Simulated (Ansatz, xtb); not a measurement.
Loss of H2: H2CO → CO + H2

Species: H2CO (formaldehyde) `C=O`, singlet; CO (carbon monoxide), singlet; H2 (hydrogen), singlet. 

Shapes, held fixed at every level: PBE0-D4/def2-TZVP. Programs: Ansatz 0.2.0, xtb 6.7.1. The zero-point and thermal change to 298 K, harmonic and unscaled (PBE0-D4/def2-TZVP), is -23.0 kJ/mol.

(1) Estimate ΔH(298 K) of this reaction.

Results:

(1) The highest level, CCSD(T)/CBS estimate, gives ΔH(298 K) = -1.0 kJ/mol; the levels span -97.1 to +10.1. That is about zero within the method's error. They disagree on the sign: 2 of 8 are positive. GFN0-xTB strays far from the other rows. The column of differences is taken from that level and isn't an error. No measured value is set beside it here. The CBS estimate extrapolates MP2 from def2-TZVPP and def2-QZVPP and adds CCSD(T) − MP2 in the triple-zeta set, cores frozen; for H2 it overshoots the exact energy by about 1 mEh.

| level | kind | ΔH(298 K) (kJ/mol) | less CCSD(T)/CBS estimate |
| --- | --- | --- | --- |
| GFN0-xTB | semi-empirical | -97.1 | -96.1 |
| wB97M-V/def2-TZVPP | range-separated hybrid | -0.3 | +0.7 |
| wB97X-V/def2-TZVPP | range-separated hybrid | +10.1 | +11.1 |
| B2PLYP/def2-TZVPP | double hybrid | +2.6 | +3.6 |
| MP2/def2-SVP | perturbation theory | -5.8 | -4.8 |
| MP2/def2-TZVPP | perturbation theory | -3.1 | -2.1 |
| CCSD(T)/def2-SVP | coupled cluster or CI | -7.2 | -6.2 |
| CCSD(T)/CBS estimate | coupled cluster or CI | -1.0 | 0.0 |
